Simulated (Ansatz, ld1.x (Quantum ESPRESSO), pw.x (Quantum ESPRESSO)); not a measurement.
gold (Au): one change to the TM potential, in the atom and in the bcc crystal

```json
{
  "Element": "Au (Z = 79)",
  "Generator": "ld1.x (Quantum ESPRESSO) 7.5",
  "Type": "norm-conserving Troullier–Martins (Kleinman–Bylander form)",
  "Functional": "LDA (PW92)",
  "Relativity": "scalar-relativistic",
  "Frozen core": "[Xe] 4f14",
  "Valence charge": "11",
  "Reference configuration": "5d10 6s1 6p0",
  "Partial waves": "6s (bound): rc 2.05 bohr; 5d (bound): rc 2.15 bohr; 6p (bound, empty): rc 3.65 bohr",
  "Local potential": "the p channel",
  "Core correction": "none"
}
```

Change: wave 6p (bound): rc 3.65 bohr becomes 6p (bound): rc 4.56 bohr.

Cutoffs, loose and tight: the cutoffs (Ry, on a coarse ladder) from which the occupation-weighted sum of valence levels, in a spherical-Bessel basis at the reference potential, stays within 10 and 1 mRy of its value at 400 Ry. They do not see the model core or the augmentation charge, which bear on the density cutoff. Test errors are all-electron minus pseudo excitation energies from the reference, over the configurations 5d10 6s0 6p0; 5d9 6s0 6p0; 5d8 6s0 6p0; 5d10 6s0 6p1; 5d9 6s1 6p1; 5d9 6s2 6p0; 5d9 6s1 6p0 (two spin-polarised tests are not counted in the largest error); variants that change the core or the reference have their own tests.

Crystal test: bcc Au in pw.x 7.5, no spin, 14³ k-points, Fermi–Dirac smearing 0.01 Ry, cutoffs set for each file from its atomic test. The reference is all-electron LAPW (Ansatz 0.2.0) with the same functional, mesh and smearing; V0 and B0 come from Birch–Murnaghan fits to the pressures at five volumes. Errors are pseudo minus all-electron; Δ is the rms difference of the E(V) curves that follow from these fits, minima aligned, over ±6 % about the mean V0. Mesh and smearing are coarse, so the numbers serve the comparison and aren't converged zero-temperature values; the lattice is a test structure that the element need not adopt.

All-electron: a0 = 3.214 Å (V0 = 16.60 Å³/atom), B0 = 191.7 GPa.

Does the change bring the crystal closer to the all-electron result?

The mean pressure error goes from +4.83 to -41.11 GPa, so the change moves the solid further from the all-electron pressures.

| quantity | base | changed |
| --- | --- | --- |
| outcome (atom) | generated | generated |
| cutoff, loose (atom) | 40 Ry | 40 Ry |
| cutoff, tight (atom) | 60 Ry | 60 Ry |
| bound ghosts (atom) | none | none |
| largest test error (meV) (atom) | -535 over the solved tests; 1 of 9 tests not solved or not reliable | -148 over the solved tests; 1 of 9 tests not solved or not reliable |
| cutoffs in pw.x (Ry) | 75/300 | 75/300 |
| a0 (Å) | 3.239 | – |
| a0 error (%) | +0.77 | – |
| B0 error (%) | -0.4 | – |
| Δ (meV/atom) | 16.5 | – |
| mean pressure error (GPa) | +4.83 | -41.11 |

A dash: not determined, or the minimum lies outside the volumes sampled.

Base: The largest radius (3.65 bohr) exceeds half the bond length (2.63 bohr), so the spheres overlap, which is one possible source of error among others. This is a poor potential for the solid. Atomic configuration tests: 1 of 9 tests not solved or not reliable. Changed file: The largest radius (4.56 bohr) exceeds half the bond length (2.63 bohr), so the spheres overlap, which is one possible source of error among others. This is a poor potential for the solid. Atomic configuration tests: 1 of 9 tests not solved or not reliable. The atomic cutoffs weigh occupied waves only.
